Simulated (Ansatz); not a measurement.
## How far each method lies from UCCSDT(Q) for [CH$_{3}$···H···GeH$_{3}$], doublet

Geometry: a point of a hydrogen-transfer path between rigid fragments, not a stationary point.

```yaml
atoms:
  - { symbol: C, position_ang: [-2.7596, 0.0000, 0.0000] }
  - { symbol: H, position_ang: [-3.1228, 1.0273, 0.0000] }
  - { symbol: H, position_ang: [-3.1228, -0.5137, 0.8897] }
  - { symbol: H, position_ang: [-3.1228, -0.5137, -0.8897] }
  - { symbol: H, position_ang: [-1.3686, 0.0000, 0.0000] }
  - { symbol: Ge, position_ang: [0.5624, 0.0000, 0.0000] }
  - { symbol: H, position_ang: [1.0310, -1.4659, 0.0000] }
  - { symbol: H, position_ang: [1.0310, 0.7330, -1.2695] }
  - { symbol: H, position_ang: [1.0310, 0.7330, 1.2695] }
```

Basis cc-pVDZ; Ansatz 0.2.0. Correlated methods freeze the noble-gas cores and the filled d shells of p-block atoms, which leaves 15 electrons in 61 orbitals. Prefix R: restricted or restricted open-shell reference; prefix U: unrestricted. Active spaces: pair = (3e, 3o) about the gap; frontier = (9e, 9o) about the gap. No spin–orbit coupling is included, and no scalar relativity.

Full CI isn't at hand for all of this; UCCSDT(Q) serves as the reference, and is uncertain by about the last step of the cluster series. The frozen core follows each run's orbitals, which can shift R against U totals by a few meV for light atoms and by up to 0.1 eV past Ca.

```
UHF ⟨S²⟩                          : 0.787
T1 diagnostic (RCCSD)             : 0.0162
largest doubles amplitude (RCCSD) : 0.040
T1 diagnostic (UCCSD)             : 0.0143
```

```tsv
level	E − E(UCCSDT(Q)) (kcal/mol)	share of correlation (%)	wall time
UHF	200.66	2.29	–
UMP2	37.45	81.76	–
UCCSD	5.47	97.34	–
UCCSD(T)	0.93	99.55	4 s
UCCSDT	0.20	99.90	–
```

The correlation energy at UCCSDT(Q), counted from RHF, is -8.905 eV. That run took 17 s on 2 threads of AMD EPYC 7R13 with a shared H100 80 GB, shared host.

Run but not shown, since their state or frozen core can't be matched to the reference's or they repeat it: RHF, RMP2, CISD, RCCSD, RCCSD(T), BCCD(T), RCCSDT, RCCSDT(Q), CASSCF (pair space), MRCISD (pair space), MRCISD+Q (pair space), CASSCF (frontier space), MRCISD (frontier space), MRCISD+Q (frontier space).

Times hold each run's SCF and search for its determinant on a shared host, so for small cases they say little of a method's own cost; they ran on 1 thread of AMD EPYC 7R13.
